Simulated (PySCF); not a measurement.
**A diatomic session: MgF−**

The task here is to estimate one member of a computed series from the others.

Program: PySCF 2.14.0. Level of theory: Mg aug-cc-pVDZ, F aug-cc-pVDZ, no relativity. These are calculated values, not measurements.

1 further run of the same task is left out (set aside as unsound or not needed).

Set-up of the first run:

A driver script around PySCF takes these settings:

```
atoms                         : Mg, F
charge                        : -1
basis                         : Mg aug-cc-pVDZ, F aug-cc-pVDZ
Hamiltonian                   : no relativity
basis functions               : 50
electrons treated             : 22
masses in u                   : 23.9850, 18.9984
levels                        : PBE0, PBE, r²SCAN, TPSS, PBEsol, PW91, HF, MP2, SCS-MP2, CCSD, CCSD(T)
grid                          : 80 radial by 434 angular points
occupations                   : held fixed by the projection of orbital angular momentum
dissociation limit            : Mg + F−, each in its ground configuration
starting distance in angstrom : 2.070
values of 2S to try           : 0, 2
```

Launch:

```sh
$ OMP_NUM_THREADS=1 python dia.py task.json out
```

Steps of the session up to this table: Input; First curve: PBE0; PBE (GGA); r²SCAN; TPSS; PBEsol (GGA); PW91; RHF; Adding correlation.

One table of the session follows, with a row left open; its other results are not shown here.

Energy (eV) from each level's lowest point:

| R (Å) | RHF | RHF-MP2 | RHF-SCS-MP2 | RHF-CCSD | RHF-CCSD(T) |
| --- | --- | --- | --- | --- | --- |
| 1.587 | 0.612 | 0.747 | 0.744 | n/a | n/a |
| 1.661 | 0.236 | 0.334 | 0.332 | 0.315 | 0.325 |
| 1.734 | 0.052 | 0.110 | 0.109 | 0.099 | 0.105 |
| 1.790 | 0.000 | 0.029 | 0.028 | 0.023 | 0.026 |
| 1.845 | 0.000 | 0.000 | 0.000 | 0.000 | 0.000 |
| 1.900 | 0.038 | 0.010 | 0.011 | 0.016 | 0.013 |
| 1.974 | ? | ? | ? | ? | ? |
| 2.066 | 0.282 | 0.184 | 0.187 | 0.204 | 0.194 |
| 2.177 | 0.491 | 0.359 | 0.363 | 0.388 | 0.374 |
| 2.325 | 0.777 | 0.615 | 0.618 | n/a | n/a |

Estimate the missing values for R (Å) = 1.974.

Worked estimate for «RHF». A straight line through the neighbours (1.900, 0.038) and (2.066, 0.282) gives 0.038 + (0.282 − 0.038) × (1.974 − 1.900) / (2.066 − 1.900) = 0.147; a parabola fitted to 4 rows on both sides gives 0.135.

As computed: RHF: 0.129; RHF-MP2: 0.068; RHF-SCS-MP2: 0.069; RHF-CCSD: 0.080; RHF-CCSD(T): 0.074. In «RHF» the line misses by +0.018 and the parabola by +0.006.
